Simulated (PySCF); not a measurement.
# C4H8O2 (1,4-Dioxane): the cost of one run

Computed with PySCF 2.14.0, with density-fitted response routines of our own, on a single molecule in the gas phase. Atoms count from 0, in the outputs and in this text.

## Step 1: Starting geometry

14 atoms, charge 0, multiplicity 1; geometry from: MMFF94s. The atoms were then displaced at random by about 0.03 Å, so the start is not that level's minimum.

Bonds of the start (Å): C0–C1 1.43, C1–O2 1.44, O2–C3 1.32, C3–C4 1.60, C4–O5 1.46, O5–C0 1.46, C0–H6 1.12, C0–H7 1.18, C1–H8 1.04, C1–H9 1.13, C3–H10 1.16, C3–H11 1.04, C4–H12 1.12, C4–H13 1.17.

## Step 2: Geometry optimisation at PBE0-D3(BJ)/def2-SVP

Job settings and geometry (Å):

```
{"job": {"xc": "PBE0", "basis": "def2-SVP", "d3": "d3bj", "grid": 1, "shake": 0.03, "kind": "geom"}, "charge": 0, "multiplicity": 1}
C      0.139300     1.320260     0.101090
C      1.271760     0.468130     0.261020
O      0.823380    -0.801210     0.759660
C      0.021620    -1.390160    -0.103400
C     -1.297240    -0.501750    -0.303400
O     -0.895700     0.808710    -0.797040
H     -0.378440     1.590640     1.051670
H      0.429430     2.369040    -0.362850
H      1.797560     0.338100    -0.629210
H      1.992200     0.915680     1.001720
H     -0.409650    -2.361450     0.369890
H      0.424590    -1.593880    -1.035110
H     -2.085130    -0.892350    -1.004700
H     -1.853100    -0.313580     0.704020
```

On the command line:

```sh
OMP_NUM_THREADS=1 python probes_run.py task.json out
```

This one command runs all jobs of the session in turn.

**Question.** How long does this first job take on 1 thread of Arm Neoverse V1, shared host, and how much memory does it need?

About 48 s, with a peak of 0.49 GiB.
